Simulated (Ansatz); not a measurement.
Ideal-gas functions of `N=CCl` at 800 K and 1 bar, from an Ansatz frequency run at PBE0-D4/def2-TZVP.

Molar mass 63.49 g/mol, point group Cs (symmetry number 1), electronic degeneracy 1, moments of inertia 6.968, 82.293, 89.261 u Å². Harmonic wavenumbers (cm⁻¹, unscaled): 474, 746, 770, 1057, 1157, 1359, 1715, 3118, 3505.

Use S(trans) = R[1.5 ln M + 2.5 ln T − 1.1517]; rotational temperatures θ = 24.2544 K / I; S(rot) = R[ln(√π/σ · √(T³/θAθBθC)) + 1.5]; for each mode x = 1.438777 ν̃/T, S = R[x/(eˣ − 1) − ln(1 − e⁻ˣ)] and H = RT x/(eˣ − 1); 1 cm⁻¹ = 0.0119627 kJ/mol; R = 8.31446 J/(mol·K).

By hand: the entropy, in J/(mol·K).

Translation 181.1. Rotation: θ = 3.4808, 0.2947, 0.2717 K, giving 105.9. Vibration, mode by mode: 9.89, 6.47, 6.24, 4.12, 3.58, 2.69, 1.62, 0.20, 0.11, in all 34.9. Electronic 0.0. Sum 321.9 J/(mol·K).

By hand: H − E and G − E in kJ/mol, counted from the electronic energy.

Zero-point energy ½ × 13901 × 0.0119627 = 83.1; thermal vibration 17.4; translation, rotation and pV give 4 RT = 26.6. H − E = 127.1 kJ/mol, and G − E = 127.1 − 800 × 321.9/1000 = -130.4 kJ/mol.

Vibration gives 11 % of the entropy. The sum counts one conformer and one mirror image; others add a mixing term.
